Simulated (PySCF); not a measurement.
# How the numerical set-up moves the result for NaB⁺

The method stays; parts of the set-up, such as the basis or the Hamiltonian, are changed.

Method: method and basis as typed in the scripts; program: PySCF 2.14.0.

1 further run of the same task is left out (it didn't finish).

## Step 1: The system as given

NaB⁺: 2 atoms, charge 1, spin multiplicity 2.

Bond lengths: Na1–B2 2.241 Å.

## Step 2: Base script

Input file input.py:

```python
from pyscf import gto, scf
from pyscf.geomopt.geometric_solver import optimize

mol = gto.M(
    atom='Na 0 0 0; B 0 0 2.241',
    basis='6-311++g**',
    charge=1,
    spin=1,
    verbose=3,
)
mf = scf.UHF(mol)
mf.kernel()
mol_eq = optimize(mf, maxsteps=30)
print('optimised geometry (angstrom)')
print(mol_eq.tostring('raw'))
print('orbital energies (hartree):', [e[max(0, n-3):n+3].round(4) for e, n in zip(mf.mo_energy, mol.nelec)])
```

Command:

```bash
> OMP_NUM_THREADS=1 python input.py
```

The log of this run is left out.

Base result: at the starting geometry E(SCF) = -186.194022 Eh, ⟨S²⟩ = 0.758, optimised bond 2.876 Å in 8 steps; the optimisation lowers the energy by 0.553 eV.

## Step 3: X2c-svpall (X2C on)

Run 1 changes basis set: 6-311++g** → x2c-svpall; spin-free X2C: off → on.

Input file input.py:

```python
from pyscf import gto, scf
from pyscf.geomopt.geometric_solver import optimize

mol = gto.M(
    atom='Na 0 0 0; B 0 0 2.241',
    basis='x2c-svpall',
    charge=1,
    spin=1,
    verbose=3,
)
mf = scf.UHF(mol)
mf = mf.sfx2c1e()
mf.kernel()
mol_eq = optimize(mf, maxsteps=30)
print('optimised geometry (angstrom)')
print(mol_eq.tostring('raw'))
print('orbital energies (hartree):', [e[max(0, n-3):n+3].round(4) for e, n in zip(mf.mo_energy, mol.nelec)])
```

Command:

```bash
> OMP_NUM_THREADS=1 python input.py
```

## Step 4: Density fitting auto

Run 2 changes density fitting: none → auto.

Edit input.py of step 2 so:

```diff
@@ -11,2 +11,3 @@
 mf = scf.UHF(mol)
+mf = mf.density_fit()
 mf.kernel()
```

## Step 5: Pcseg-2

Run 3 changes basis set: 6-311++g** → pcseg-2.

Edit input.py of step 2 so:

```diff
@@ -5,3 +5,3 @@
     atom='Na 0 0 0; B 0 0 2.241',
-    basis='6-311++g**',
+    basis='pcseg-2',
     charge=1,
```

## Step 6: 6-31+g*

Run 4 changes basis set: 6-311++g** → 6-31+g*.

Edit input.py of step 2 so:

```diff
@@ -5,3 +5,3 @@
     atom='Na 0 0 0; B 0 0 2.241',
-    basis='6-311++g**',
+    basis='6-31+g*',
     charge=1,
```

## Step 7: Cartesian functions on

Run 5 changes Cartesian functions: off → on.

Edit input.py of step 2 so:

```diff
@@ -8,2 +8,3 @@
     spin=1,
+    cart=True,
     verbose=3,
```

## Step 8: Lanl2dz (core potential on)

Run 6 changes basis set: 6-311++g** → lanl2dz; core potential: off → on. The core potential changes with it: totals don't compare.

Edit input.py of step 2 so:

```diff
@@ -5,3 +5,4 @@
     atom='Na 0 0 0; B 0 0 2.241',
-    basis='6-311++g**',
+    basis='lanl2dz',
+    ecp={'Na': 'lanl2dz'},
     charge=1,
```

Before running it: what results should come out? Wanted: for each run, E(SCF); from base; gap, α spin; after the SCF.

**Answer**, as computed:

| run | E(SCF) (hartree) | from base (eV) | gap, α spin (eV) | functions | after the SCF |
| --- | --- | --- | --- | --- | --- |
| base | -186.194022 | 0 | 10.51 | 52 | bond 2.876 Å, -0.553 eV |
| x2c-svpall (X2C on) | -186.323746 | not comparable | 10.55 | 29 | bond 2.929 Å, -0.568 eV |
| density fitting auto | -186.194015 | +0.0002 | 10.51 | 52 | bond 2.876 Å, -0.553 eV |
| pcseg-2 | -186.194708 | -0.0187 | 10.52 | 49 | bond 2.878 Å, -0.562 eV |
| 6-31+g* | -186.185475 | +0.2326 | 10.44 | 40 | bond 2.880 Å, -0.570 eV |
| Cartesian functions on | -186.194305 | -0.0077 | 10.53 | n/a | bond 2.872 Å, -0.551 eV |
| lanl2dz (core potential on) | -24.519728 | not comparable | n/a | 17 | bond 2.967 Å, -0.663 eV |

SCF columns refer to the geometry typed in the script.

**Reading.** Of the runs whose energies can be compared, “6-31+g*” moves the SCF energy most (+0.233 eV). pcseg-2 (49 functions) gives an energy 0.02 eV lower than 6-311++g** (52); size alone doesn't order basis sets of different families. 6-31+g* (40 functions) gives an energy 0.23 eV higher than 6-311++g** (52).
